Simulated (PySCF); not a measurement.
# MgSi⁻ at UHF-MP2

Computed with UHF-MP2; PySCF, no relativity, basis sets Mg aug-pcseg-1, Si aug-pcseg-1.

| Property | Result |
| --- | --- |
| state | ⁴Σ⁻ (quartet), unpaired electrons σ ↑, π ↑↑ |
| bond length | 2.830 Å |
| harmonic wavenumber | 187 cm⁻¹ |
| force constant | 0.266 mdyn/Å |
| rotational constant Be | 0.1630 cm⁻¹ |
| anharmonicity ωexe | 2.17 cm⁻¹ |
| vibration–rotation constant αe | 0.00242 cm⁻¹ |
| well depth De to Mg + Si⁻ | 0.65 eV |
| dissociation energy D0 | 0.64 eV |

Correlated steps freeze 6 core orbitals. Correlated levels converge slowly with the basis: in double zeta they bind strong bonds too weakly, by up to about 1 eV, and carry superposition errors of some tenths. For an ion De counts to the pair picked by the measured ionisation energies or electron affinities, which need not be the lowest pair at this level. The state is the lowest determinant that a PBE0 search found; another state may lie lower at other levels.
